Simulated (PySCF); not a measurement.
**Core binding energy against partial charge**

C₅H₇N.
Atom-mapped SMILES: `[CH3:1]/[CH:2]=[CH:3]\[CH2:4][C:5]#[N:6]`

Binding energies: PySCF 2.14.0, delta-SCF UKS SCAN, pcX-2 on the ionised atom, pcseg-1 elsewhere, spin-free X2C. Charges: PBE0/pcSseg-1 ground-state density, for the ionised atom.

```tsv
atom	environment	C 1s (eV)	Mulliken (e)	IAO (e)	Hirshfeld (e)	ESP (e)
C3	alkene CH carbon	290.83	-0.169	-0.159	-0.048	-0.322
C2	alkene CH carbon	290.89	-0.213	-0.127	-0.032	-0.062
C1	allylic carbon	291.26	-0.239	-0.420	-0.110	-0.212
C5	nitrile carbon	292.20	+0.061	+0.140	+0.081	+0.298
C4	sp3 carbon next to a nitrile	292.39	-0.184	-0.294	-0.039	+0.060
```

Problem. How well does each charge scheme correlate with the binding energies over these sites?

Solution. ESP: r = 0.80, slope 2.4 eV per e; Mulliken: r = 0.53, slope 3.3 eV per e; Hirshfeld: r = 0.50, slope 5.3 eV per e; IAO: r = 0.21, slope 0.7 eV per e. ESP charges have the highest r, on only 5 points.

Problem. The point-charge model writes a binding energy as kq + V + constant, with V the potential of the other atoms' charges at the site. What does it give with the Mulliken charges?

Solution. V = Σ 14.40 eV Å × q/r over all other atoms: +0.59 eV at C3, +1.08 eV at C2, +3.73 eV at C1, -2.86 eV at C5, +2.90 eV at C4. Fitting binding energy − V to q gives k = 22.6 eV per e and leaves an rms residual of 0.55 eV, against 0.56 eV for the fit on q alone. The model has no term for differences in relaxation between sites.

Isolated species at its PBE0-D3(BJ)/def2-SVP geometry (one conformer only).

Conformer computed: `[CH3:1]/[CH:2]=[CH:3]\[CH2:4][C:5]#[N:6]`: C2–C3–C4–C5 -122°.
